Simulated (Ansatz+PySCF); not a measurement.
The numbers below are computed, except where a source is named.
A run of PySCF 2.14.0 on triplet AlC(-) at this shape:

```xyz
2

C     0.0000    0.0000    0.0000
Al    0.7559    1.0079    2.1822
```

Its results:

```yaml
Converged: yes
Reference_energy: -275.84209 hartree
CCSD_correlation_energy: -0.06153 hartree
Triples_correction: -0.00108 hartree
Total_energy: -275.90470 hartree
Spin_squared_of_the_determinant: 2.458
```

(1) Which input gives this output? Name the method, the orbitals and the basis set, and write the input.

Results:

(1) UHF-CCSD(T) in STO-3G.

```python
from pyscf import gto, scf, cc

mol = gto.M(atom="""
C 0.000000 0.000000 0.000000
Al 0.755920 1.007890 2.182150
""", basis='sto-3g', charge=-1, spin=2)
mf = scf.UHF(mol)
mf.kernel()
mycc = cc.CCSD(mf, frozen=6).run()
et = mycc.ccsd_t()
print(mf.e_tot, mycc.e_corr, et, mycc.e_tot + et)
```

This is not the lowest solution: another run reaches a determinant 1.03 eV lower. Caution: large amplitudes, a single reference is doubtful; no diffuse functions for an anion; the unrestricted determinant is spin contaminated; another reference gives a lower total.
